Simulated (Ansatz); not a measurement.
Pyrite RuS₂ was calculated with r²SCAN in Ansatz (PAW).

Numerical settings: plane-wave cutoff 600 eV, 6×6×6 k mesh, no spin polarisation, scalar-relativistic PAW data made under PBE.

Computed at the level's own relaxed cell.

```xyz
12
Lattice="5.6318 0.0000 0.0000 0.0000 5.6318 0.0000 0.0000 0.0000 5.6318" Properties=species:S:1:pos:R:3 pbc="T T T"
Ru     0.0000     2.8159     2.8159
Ru     2.8159     0.0000     2.8159
Ru     0.0000     0.0000     0.0000
Ru     2.8159     2.8159     0.0000
S      3.4472     5.0006     0.6313
S      0.6313     3.4472     5.0006
S      3.4472     3.4472     3.4472
S      2.1847     2.1847     2.1847
S      5.0006     0.6313     3.4472
S      5.0006     2.1847     0.6313
S      0.6313     5.0006     2.1847
S      2.1847     0.6313     5.0006
```

Q: Give the elastic tensor (Voigt notation, GPa, ions relaxed, in the Cartesian axes of the cell as printed).

A: 
```
  430.1    59.2    59.2     0.0     0.0     0.0
   59.2   430.1    59.2     0.0     0.0     0.0
   59.2    59.2   430.1     0.0     0.0     0.0
    0.0     0.0     0.0   104.9     0.0     0.0
    0.0     0.0     0.0     0.0   104.9     0.0
    0.0     0.0     0.0     0.0     0.0   104.9
```

Ansatz is a first-principles code.
